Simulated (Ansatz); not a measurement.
# CH₂Al (quartet): the correlation ladder at distance Al1–C2 = 2.689 Å, 6-31G

How much of the correlation energy of CH₂Al (quartet) does each wave-function method recover here?

Computed with Ansatz 0.2.0, Gaussian basis. Level: 6-31G, core rule «outside noble gas», up to 6 orbitals frozen.

The runs, in order: UHF; CCSD(T) on ROHF; CCSD(T) on UHF; BCCD(T) on ROHF; CISD as a restricted active space (open shells left free, so some higher excitations enter); CCSDT(Q) on ROHF; CCSDT(Q) on UHF; CCSDTQ on ROHF; CCSDTQ on UHF; CASSCF and MRCISD+Q, 5 electrons in 5 orbitals; CASSCF and NEVPT2, 5 electrons in 5 orbitals; CASSCF and MRCISD+Q, 9 electrons in 10 orbitals; CASSCF and NEVPT2, 9 electrons in 10 orbitals; Full CI.

### Step 1. The geometry

The geometry derives from a PBE0/def2-TZVP stationary point (not a proven minimum). One bond is set to the value named and the two fragments are kept rigid.

4 atoms, charge 0, spin multiplicity 4.

Atoms are counted from 1 here; the program's logs count them from 0.

Bond lengths: Al1–H3 1.613 Å, C2–H4 1.088 Å.

### Step 2. UHF

File in.yaml:

```yaml
crystal:
  periodic: [false, false, false]
  atoms:
    - {symbol: Al, position_ang: [0.000000, -0.085069, 0.856246]}
    - {symbol: C, position_ang: [0.000000, 0.033080, -1.830157]}
    - {symbol: H, position_ang: [0.000000, 1.311023, 1.663358]}
    - {symbol: H, position_ang: [0.000000, 0.571999, -2.775876]}
basis:
  gaussian: {orbitals: 6-31G}
magnetization: {spin_polarized: true, initial_magnetization: 3}
hamiltonian: {xc: hf}
output: {orbitals: {seedname: orbitals}}
```

Run with:

```bash
ansatz run in.yaml --threads 1 --pin off --events-out ev --progress --plain --max-ram 4096MiB --backend cpu
```

Further steps of the session: CCSD(T) on ROHF; CCSD(T) on UHF; BCCD(T) on ROHF; CISD as a restricted active space (open shells left free, so some higher excitations enter); CCSDT(Q) on ROHF; CCSDT(Q) on UHF; CCSDTQ on ROHF; CCSDTQ on UHF; CASSCF and MRCISD+Q, 5 electrons in 5 orbitals; CASSCF and NEVPT2, 5 electrons in 5 orbitals; CASSCF and MRCISD+Q, 9 electrons in 10 orbitals; CASSCF and NEVPT2, 9 electrons in 10 orbitals; Full CI.

Q: Predict the results of all the runs planned. Wanted: FCI from the RHF energy; RMP2 from FCI; UMP2 from FCI; RCCSD from FCI; RCCSD(T) from FCI; UCCSD(T) from FCI; RCCSDT(Q) from FCI; UCCSDT(Q) from FCI; NEVPT2 pair from FCI.

As calculated:

| quantity | value |
| --- | --- |
| FCI from the ROHF energy | -3.2941 eV |
| RMP2 from FCI | +950.6 meV |
| UMP2 from FCI | +951.9 meV |
| RCCSD from FCI | +127.3 meV |
| RCCSD(T) from FCI | +40.1 meV |
| UCCSD(T) from FCI | +41.3 meV |
| RCCSDT(Q) from FCI | +1.0 meV |
| UCCSDT(Q) from FCI | -1.0 meV |
| NEVPT2 pair from FCI | +760.8 meV |
| MRCISD+Q pair from FCI | +39.3 meV |
| NEVPT2 valence from FCI | +305.4 meV |
| levels within 1 kcal/mol (43 meV) | RCCSD(T), UCCSD(T), RCCSDT, UCCSDT, RCCSDT(Q), UCCSDT(Q), RCCSDTQ, UCCSDTQ, MRCISD+Q pair, MRCISD+Q valence |
| T1 diagnostic | 0.048 |
| effectively unpaired electrons | 3.08 |

What this shows: RCCSD(T) lands +40.1 meV from the yardstick (1.2 % of the correlation energy). The occupations are near whole numbers, but T1 = 0.048 shows that the orbitals relax strongly. Of the multireference levels listed MRCISD+Q valence comes nearest in total energy (+25.2 meV), which doesn't show that its space is the better one. These misses are within one basis, not against nature; the frozen cores of restricted and unrestricted runs differ, which can shift their rows.

Levels on UHF freeze UHF's core orbitals, full CI those of ROHF, so the U rows can settle a little off it for that reason alone.

With open shells the CI space here admits some higher excitations, so it is larger than plain CISD.
